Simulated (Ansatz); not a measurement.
HNO3 (`O=[N+]([O-])O`), relaxed with RKS PBE0-D4/def2-TZVP in the Gaussian-basis code of Ansatz from a PBE-D4/def2-SVP geometry. The force threshold is 0.005 eV/Å; the program also tests the step.

The species carries charge 0 and has multiplicity 1.

Start:

```xyz
5

O     0.920   -0.908   -0.895
N     0.345   -0.040   -0.296
O     0.513    1.165   -0.282
O    -0.715   -0.523    0.536
H    -1.063    0.306    0.937
```

Q: How much energy does the relaxation release, and in how many steps? (An estimate is asked.)

A: Computed: 0.06 eV, in 6 steps.

Q: Which bonds change most? (An estimate is asked.)

A: The calculation gave: N2–O4 from 1.432 to 1.385 Å; O1–N2 from 1.202 to 1.186 Å; N2–O3 from 1.216 to 1.201 Å; O4–H5 from 0.984 to 0.970 Å.

Q: Give the relaxed structure. (Estimate.)

A: The calculation gave: 
```xyz
5

O     0.906   -0.894   -0.880
N     0.332   -0.044   -0.286
O     0.502    1.145   -0.276
O    -0.694   -0.509    0.520
H    -1.045    0.302    0.921
```
